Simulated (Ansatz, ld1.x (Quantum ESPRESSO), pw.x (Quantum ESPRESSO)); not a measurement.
**pw.x on sc P: one setting changed**

Potential: norm-conserving RRKJ (Kleinman–Bylander form), ld1.x (Quantum ESPRESSO) 7.5, PBEsol; core [Ne], reference 3s2 3p3; waves: 3s (bound): rc 1.40 bohr; 3p (bound): rc 1.60 bohr; 3d channel at 0.05 Ry: rc 1.74 bohr; local part: all-electron potential smoothed inside 1.50 bohr (lloc = -2); core correction: none; rho0 0.02.

The reference run (k-mesh 13³, cutoffs 85/340 Ry, Fermi–Dirac 0.01 Ry, mixing_beta 0.4, conv_thr 1e-9, no spin) gives -0.22 GPa at 14.206 Å³/atom, where all-electron LAPW gives 0.21 GPa. This run, with its own iteration cap, changes k-mesh points per axis to 8.

```
&control
  calculation='scf', prefix='x', pseudo_dir='./', outdir='./tmp', tstress=.true., disk_io='none'
/
&system
  ibrav=0, nat=1, ntyp=1, ecutwfc=85, ecutrho=340, nbnd=9,
  occupations='smearing', smearing='fd', degauss=0.01
/
&electrons
  conv_thr=1e-09, mixing_beta=0.4, electron_maxstep=60
/
ATOMIC_SPECIES
P 1.0 P.UPF
CELL_PARAMETERS angstrom
  2.42190593 0.00000000 0.00000000
  0.00000000 2.42190593 0.00000000
  0.00000000 0.00000000 2.42190593
ATOMIC_POSITIONS crystal
P 0.0000 0.0000 0.0000
K_POINTS automatic
8 8 8 0 0 0
```

```bash
pw.x < P.scf.in > P.scf.out
```

Problem. How does the run end?

Solution. It converges in 6 iterations; the free energy moves by +20.9 meV/atom and the pressure by -0.28 GPa.

```
Message from routine setup:
     using ibrav=0 with symmetry is DISCOURAGED, use correct ibrav instead
     lattice parameter (alat)  =       4.5767  a.u.
     unit-cell volume          =      95.8668 (a.u.)^3
     number of electrons       =         5.00
     number of Kohn-Sham states=            9
     kinetic-energy cutoff     =      85.0000  Ry
     charge density cutoff     =     340.0000  Ry
     scf convergence threshold =      1.0E-09
     Exchange-correlation= PBESOL
     number of k points=    35  Fermi-Dirac smearing, width (Ry)=  0.0100
     iteration #  1     ecut=    85.00 Ry     beta= 0.40
     total energy              =     -13.20175335 Ry
     estimated scf accuracy    <       0.00526808 Ry
     iteration #  2     ecut=    85.00 Ry     beta= 0.40
     total energy              =     -13.20162628 Ry
     estimated scf accuracy    <       0.00183400 Ry
     iteration #  3     ecut=    85.00 Ry     beta= 0.40
     total energy              =     -13.20163641 Ry
     estimated scf accuracy    <       0.00000131 Ry
     iteration #  4     ecut=    85.00 Ry     beta= 0.40
     total energy              =     -13.20163664 Ry
     estimated scf accuracy    <       0.00000004 Ry
     iteration #  5     ecut=    85.00 Ry     beta= 0.40
     total energy              =     -13.20163666 Ry
     estimated scf accuracy    <          3.1E-09 Ry
     iteration #  6     ecut=    85.00 Ry     beta= 0.40
     the Fermi energy is    11.3114 ev
!    total energy              =     -13.20163666 Ry
     estimated scf accuracy    <          9.7E-12 Ry
     smearing contrib. (-TS)   =      -0.00200898 Ry
     The total energy is F=E-TS. E is the sum of the following terms:
     one-electron contribution =       5.32456769 Ry
     hartree contribution      =       0.39613872 Ry
     xc contribution           =      -3.42186707 Ry
     ewald contribution        =     -15.49846701 Ry
     convergence has been achieved in   6 iterations
          total   stress  (Ry/bohr**3)                   (kbar)     P=       -5.03
     Message from routine punch:
     Nothing written, as per user request (disk_io='none')
```

The run took about 5.1 s on one core of a shared server CPU.
